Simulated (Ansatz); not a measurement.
Mulliken charges of BH₅OSi, SMILES `BO[SiH3]` from B3LYP/def2-TZVPP in Ansatz (PBE0-D4/def2-TZVP geometry).

```json
{"atom": "B1", "x (Å)": "-0.370", "y (Å)": "0.803", "z (Å)": "-1.288", "charge (e)": "0.067"}
{"atom": "O2", "x (Å)": "0.437", "y (Å)": "-0.036", "z (Å)": "-0.612", "charge (e)": "-0.314"}
{"atom": "Si3", "x (Å)": "0.370", "y (Å)": "-0.652", "z (Å)": "0.926", "charge (e)": "0.425"}
{"atom": "H4", "x (Å)": "-1.357", "y (Å)": "1.246", "z (Å)": "-0.760", "charge (e)": "0.000"}
{"atom": "H5", "x (Å)": "-0.072", "y (Å)": "1.086", "z (Å)": "-2.414", "charge (e)": "0.010"}
{"atom": "H6", "x (Å)": "-0.832", "y (Å)": "-0.137", "z (Å)": "1.631", "charge (e)": "-0.066"}
{"atom": "H7", "x (Å)": "1.602", "y (Å)": "-0.239", "z (Å)": "1.637", "charge (e)": "-0.062"}
{"atom": "H8", "x (Å)": "0.313", "y (Å)": "-2.129", "z (Å)": "0.824", "charge (e)": "-0.062"}
```

Q: By hand: the dipole of these point charges (1 e Å = 4.8032 D).

A: Σ q r = (-0.069, -0.045, 0.215) e Å, of length 0.230 e Å = 1.10 D.

Q: How does the dipole of the full density compare? (Best estimate.)

A: The calculation gave: (-0.021, -0.069, 0.194) e Å, 0.99 D; the point charges give 1.11 times that, at 14° from its direction.

Point charges leave out the atoms' own dipoles, such as those of lone pairs, and Mulliken's split depends on the basis, so the close match here is no proof of good charges.

B3LYP here is the variant with VWN-RPA as its local correlation; programs differ in this.
